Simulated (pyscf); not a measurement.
Optimised with ωB97X-D3(BJ)/def2-SVP in PySCF. MP2 and CC: frozen core, UHF for open shells. ΔMP2 is the change of the MP2 total energy from the triple- to the quadruple-zeta basis.

### Question
Estimate by transition-state theory the rate constant of H₂C=CH₂ (SMILES C=C) + H₃C–OH (SMILES CO) -> H₃C–CH₃ (SMILES CC) + H₂C=O (SMILES C=O) (singlet surface; C–H, H–O broken, C–H, C–H formed) at 1200 K, with CCSD(T)/def2-TZVPP + ΔMP2(QZVPP) energies (ideal gas, 1 atm, RRHO with modes under 100 cm⁻¹ raised to 100, one conformer, R ln 2 for chiral ones without a mode under 150 cm⁻¹; no tunnelling).

### Answer
The electronic barrier is 38.6 kcal/mol and the thermal terms add +43.5, so ΔG‡ = 82.2 kcal/mol. With k_BT/h = 2.50e+13 s⁻¹ and RT = 2.385 kcal/mol, and a volume of 1.64e-19 cm³ per molecule at 1 atm, k = 4.5e-21 cm³ molecule⁻¹ s⁻¹. Wigner's tunnelling factor for 1828i cm⁻¹ would be 1.20. A shift of 1 kcal/mol in the barrier changes k by a factor 1.5. One saddle was located; it need not be the lowest between these sides. The CCSD(T) − MP2 part came from Ansatz, without density fitting, on the same reference.
